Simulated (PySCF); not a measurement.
Gas-phase reaction: COS + C₂H₅OH + 3 C₂H₆ = SO₂ + 3 C₃H₈

Computed with PySCF and rigid-rotor harmonic-oscillator thermochemistry at 1 bar. Table values come from the NASA 1993 polynomials. † marks an energy on the PBE0/def2-TZVP geometry and frequencies; other levels use their own. 6-31G* has spherical d functions here. All species are closed-shell singlets. For this reaction the table lies outside the span of B3LYP, CCSD(T), M06-2X, MP2, PBE0, r2SCAN, ωB97M-V, ωB97X-V in their largest bases here; which side is off was not settled.

Levels: a) LDA/def2-TZVP†; b) PBE/def2-SVP; c) PBE0/def2-SVP†; d) HF/6-31G*; e) BLYP/def2-TZVP†.

Question: Order the levels by the distance of their ΔH°(298 K) from the table for this reaction, closest first.

Answer: a (-26 kJ), e (+55 kJ), b (+99 kJ), c (+121 kJ), d (+159 kJ)

The table gives 14 kJ. The order holds for this reaction alone, and for the 1993 entries, some of which have been revised since.
